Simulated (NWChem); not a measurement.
Species: Si2H6 anion, doublet; SMILES of the neutral closed-shell parent [SiH3][SiH3]

```xyz
8

Si     0.0002     1.2861     0.0005
Si     0.0002    -1.2861    -0.0005
H      0.0004     2.5749    -0.8904
H      1.1823     1.6076     0.8956
H     -1.1821     1.6076     0.8953
H     -1.1821    -1.6076    -0.8953
H      0.0004    -2.5749     0.8904
H      1.1823    -1.6076    -0.8956
```
Atoms are numbered in this order, from 1.

Program: NWChem. Pople sets run with spherical d functions. Spin-unrestricted. Sets without diffuse functions describe the anion's extra electron poorly. All runs use the structure optimised with B3LYP/def2-SVPD, spin-unrestricted. This spin state was assumed; another may lie lower. No stability test was run on the SCF state. Atomic charges in e: unrestrained fits to the electrostatic potential beside Mulliken populations; buried atoms are poorly determined by the fit.

**Question.** Predict the results for UHF/6-31G*. Quantities: ESP Si1; Mulliken Si1; ESP Si2; Mulliken Si2; relative RMS misfit of the potential (%).

**Answer.** 
```json
{
 "ESP Si1": "0.07",
 "Mulliken Si1": "0.13",
 "ESP Si2": "0.06",
 "Mulliken Si2": "0.13",
 "relative RMS misfit of the potential (%)": "6"
}
```
